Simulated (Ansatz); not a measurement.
# AlBH2 (singlet): wave-function methods side by side, cc-pVTZ

How much of the correlation energy of AlBH2 (singlet) does each wave-function method recover here?

Computed with Ansatz 0.2.0, Gaussian basis. Level: cc-pVTZ, core rule «outside noble gas», up to 6 orbitals frozen.

The runs, in order: UHF; CCSD(T) on RHF; CCSD(T) on UHF; BCCD(T) on RHF; CCSDT(Q) on RHF; CCSDT(Q) on UHF; CASSCF and MRCISD+Q, 8 electrons in 10 orbitals; CASSCF and NEVPT2, 8 electrons in 10 orbitals.

10 further runs of the same task are left out: 4 for a known fault of the program, 6 set aside as unsound or not needed.

### Step 1. The geometry

The geometry is a PBE0/def2-TZVP stationary point (not a proven minimum) of the parent state, kept for this charge and spin.

4 atoms, charge 0, spin multiplicity 1.

Atoms are counted from 1 here; the program's logs count them from 0.

Bond lengths: B1–Al2 2.058 Å, B1–H3 1.195 Å, B1–H4 1.195 Å. Angles: Al2–B1–H3 115.6°, Al2–B1–H4 115.6°, H3–B1–H4 128.7°.

### Step 2. UHF

The input, in.yaml:

```yaml
crystal:
  periodic: [false, false, false]
  atoms:
    - {symbol: B, position_ang: [0.000000, 0.000000, 1.368886]}
    - {symbol: Al, position_ang: [0.000000, 0.000000, -0.689391]}
    - {symbol: H, position_ang: [0.000000, 1.077612, 1.885924]}
    - {symbol: H, position_ang: [0.000000, -1.077612, 1.885924]}
basis:
  gaussian: {orbitals: cc-pVTZ}
magnetization: {spin_polarized: true, initial_magnetization: 0}
hamiltonian: {xc: hf}
output: {orbitals: {seedname: orbitals}}
```

Started as:

```bash
$ ansatz run in.yaml --threads 1 --pin off --events-out ev --progress --plain --max-ram 2816MiB --backend cpu
```

After this run come: CCSD(T) on RHF; CCSD(T) on UHF; BCCD(T) on RHF; CCSDT(Q) on RHF; CCSDT(Q) on UHF; CASSCF and MRCISD+Q, 8 electrons in 10 orbitals; CASSCF and NEVPT2, 8 electrons in 10 orbitals.

**Question.** What will the summary of the whole plan be? Wanted: RCCSDT(Q) below the RHF energy; RMP2 from RCCSDT(Q); UMP2 from RCCSDT(Q); RCCSD from RCCSDT(Q); RCCSD(T) from RCCSDT(Q); UCCSD(T) from RCCSDT(Q); UCCSDT(Q) from RCCSDT(Q); NEVPT2 valence from RCCSDT(Q); MRCISD+Q valence from RCCSDT(Q).

As calculated:

| quantity | value |
| --- | --- |
| RCCSDT(Q) below the RHF energy | -5.2980 eV |
| RMP2 from RCCSDT(Q) | +1136.1 meV |
| UMP2 from RCCSDT(Q) | +1161.4 meV |
| RCCSD from RCCSDT(Q) | +189.7 meV |
| RCCSD(T) from RCCSDT(Q) | +36.6 meV |
| UCCSD(T) from RCCSDT(Q) | +38.0 meV |
| UCCSDT(Q) from RCCSDT(Q) | +3.3 meV |
| NEVPT2 valence from RCCSDT(Q) | +870.7 meV |
| MRCISD+Q valence from RCCSDT(Q) | +39.7 meV |
| levels within 1 kcal/mol (43 meV) | RCCSD(T), UCCSD(T), BCCD(T), RCCSDT, UCCSDT, UCCSDT(Q), MRCISD+Q valence |
| T1 diagnostic | 0.013 |
| effectively unpaired electrons | 0.15 |

In words: RCCSD(T) misses by +36.6 meV, 0.7 % of the correlation energy. One determinant dominates. Of the multireference levels listed MRCISD+Q valence comes nearest in total energy (+39.7 meV), which doesn't show that its space is the better one. These misses are within one basis, not against nature.
